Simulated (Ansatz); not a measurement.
Molecule: CH3O (charge +1, singlet). It need not be the lowest isomer of its formula. 
Geometry from a B3LYP-D3(BJ)/def2-TZVP (Ansatz, a quantum-chemistry and plane-wave program) optimisation:
```
C
O 1 1.2444
H 2 0.9845 1 116.45
H 1 1.0896 2 115.87 3 -180.00
H 1 1.0917 4 122.30 2 180.00
```
Charge +1, spin multiplicity 1.

Basis-set convergence of Hartree-Fock and CCSD correlation energies (hartree) with Ansatz. Valence correlation only, unless marked. No spin-orbit coupling. No relativistic terms.

| basis | functions | E(HF) | E(corr, CCSD) |
|---|---|---|---|
| def2-SVP | 43 | -114.07346 | -0.32633 |
| def2-TZVPP | 104 | -114.21290 | -0.39534 |
| def2-QZVPP | 204 | -114.21826 | -0.41921 |

Extrapolating the two largest sets (X = 3 and 4) as X^-3: E(corr) = (64·(-0.41921) - 27·(-0.39534))/37 = -0.4366 Eh, an estimate of the basis-set limit. The largest set recovers 96.0 % of it, the smallest 74.7 %.
